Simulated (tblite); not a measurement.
C3HClNO (doublet state).
Bonds: Cl1–C2, C2–C3 (aromatic), C3–O4 (aromatic), O4–C5 (aromatic), C5–N6 (aromatic), C2–N6 (aromatic). Hydrogens: H7 on C3.

Computed geometry: GFN2-xTB, gas phase. This method treats the open shell by occupation alone, without spin polarisation.

Question: Give the optimised bond lengths and angles.

Answer: 
| bond | length (pm) |
| --- | --- |
| Cl1–C2 | 168.3 |
| C2–C3 | 136.6 |
| C3–O4 | 136.4 |
| O4–C5 | 131.3 |
| C5–N6 | 127.4 |
| C2–N6 | 138.2 |
| C3–H7 | 106.9 |

A selection of angles:
| angle | degrees |
| --- | --- |
| Cl1–C2–C3 | 129.6 |
| Cl1–C2–N6 | 121.7 |
| C3–C2–N6 | 108.7 |
| C2–C3–O4 | 106.7 |
| C2–C3–H7 | 134.0 |
| O4–C3–H7 | 119.3 |
| C3–O4–C5 | 104.5 |
| O4–C5–N6 | 116.5 |
| C2–N6–C5 | 103.5 |

C3 (carbon bonded to C, O and H) is planar (angles 134.0°, 119.3° and 106.7°, sum 360.0°, 0.00 Å off the plane of its three neighbours). The 6 heavy atoms lie in one plane (0.000 Å rms). C2 (carbon bonded to C, Cl and N) is planar (angles 129.6°, 121.7° and 108.7°, sum 360.0°, 0.00 Å off the plane of its three neighbours). C5 (carbon bonded to N and O) is bent (angle 116.5°). The 5-membered ring C2–C3–O4–C5–N6 has internal angles of 103.5° to 116.5°; it is planar, 0.00 Å rms from its mean plane, widest ring torsion 0°. The 2 C–O bonds span 1.313 Å (O4–C5, aromatic) to 1.364 Å (C3–O4, aromatic), a spread of 0.051 Å. The C–N distances run from 1.274 Å (C5–N6, aromatic) to 1.382 Å (C2–N6, aromatic), a spread of 0.108 Å.

Point group: Cs (tolerance 0.08 Å). Its GFN2-xTB frequencies are all real (lowest 246 cm⁻¹).
